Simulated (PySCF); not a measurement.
**How the numerical set-up moves the result for CH⁺**

Which parts of the numerical set-up matter for CH⁺? Each run edits the base script.

Method: each script names its method and basis; program: PySCF 2.14.0.

## (1) Where the work starts

CH⁺: 2 atoms, charge 1, spin multiplicity 1.

Bond lengths: H1–C2 1.130 Å.

## (2) The run that the others are compared with

Contents of input.py:

```python
from pyscf import gto, scf

mol = gto.M(
    atom='H 0 0 0; C 0 0 1.13',
    basis='x2c-tzvpall',
    charge=1,
    spin=0,
    symmetry=True,
    verbose=4,
)
mf = scf.RHF(mol)
mf = mf.sfx2c1e()
mf.kernel()
mf.nuc_grad_method().kernel()
mf.dip_moment()
print('orbital energies (hartree):', mf.mo_energy[..., max(0, mol.nelec[1]-3):mol.nelec[0]+3].round(4))
```

Launch:

```bash
OMP_NUM_THREADS=1 python input.py
```

The log of this run is left out.

It gives: E(SCF) = -37.922894 Eh, 7 cycles, gradient on the second atom 0.0098 Eh/bohr.

The bond length is a typed value, not an optimised one. The dipole of an ion depends on the origin.

## (3) Lanl2dz (X2C off)

Run 1 changes basis set: x2c-tzvpall → lanl2dz; spin-free X2C: on → off.

Contents of input.py:

```python
from pyscf import gto, scf

mol = gto.M(
    atom='H 0 0 0; C 0 0 1.13',
    basis='lanl2dz',
    charge=1,
    spin=0,
    symmetry=True,
    verbose=4,
)
mf = scf.RHF(mol)
mf.kernel()
mf.nuc_grad_method().kernel()
mf.dip_moment()
print('orbital energies (hartree):', mf.mo_energy[..., max(0, mol.nelec[1]-3):mol.nelec[0]+3].round(4))
```

Launch:

```bash
OMP_NUM_THREADS=1 python input.py
```

## (4) 6-31g* (X2C off)

Run 2 changes basis set: x2c-tzvpall → 6-31g*; spin-free X2C: on → off.

input.py: that of step 2 with these lines changed.

```diff
@@ -4,3 +4,3 @@
     atom='H 0 0 0; C 0 0 1.13',
-    basis='x2c-tzvpall',
+    basis='6-31g*',
     charge=1,
@@ -11,3 +11,2 @@
 mf = scf.RHF(mol)
-mf = mf.sfx2c1e()
 mf.kernel()
```

## (5) Def2-svpd (X2C off)

Run 3 changes basis set: x2c-tzvpall → def2-svpd; spin-free X2C: on → off.

input.py: that of step 2 with these lines changed.

```diff
@@ -4,3 +4,3 @@
     atom='H 0 0 0; C 0 0 1.13',
-    basis='x2c-tzvpall',
+    basis='def2-svpd',
     charge=1,
@@ -11,3 +11,2 @@
 mf = scf.RHF(mol)
-mf = mf.sfx2c1e()
 mf.kernel()
```

## (6) Minao (X2C off)

Run 4 changes basis set: x2c-tzvpall → minao; spin-free X2C: on → off.

input.py: that of step 2 with these lines changed.

```diff
@@ -4,3 +4,3 @@
     atom='H 0 0 0; C 0 0 1.13',
-    basis='x2c-tzvpall',
+    basis='minao',
     charge=1,
@@ -11,3 +11,2 @@
 mf = scf.RHF(mol)
-mf = mf.sfx2c1e()
 mf.kernel()
```

**Question.** What will these runs give? Wanted: for each run, E(SCF); from base; gap.

As calculated:

| run | E(SCF) (hartree) | from base (eV) | cycles | gap (eV) | functions |
| --- | --- | --- | --- | --- | --- |
| base | -37.922894 | 0 | 7 | 14.79 | 37 |
| lanl2dz (X2C off) | -37.885483 | not comparable | 7 | 14.49 | 11 |
| 6-31g* (X2C off) | -37.894751 | not comparable | 7 | 14.85 | 16 |
| def2-svpd (X2C off) | -37.859143 | not comparable | 7 | 14.70 | 28 |
| minao (X2C off) | -37.787060 | not comparable | 6 | 13.56 | 6 |

**Reading.** Total energies from different bases, Hamiltonians or methods carry different errors, so properties are taken as differences within one set-up.
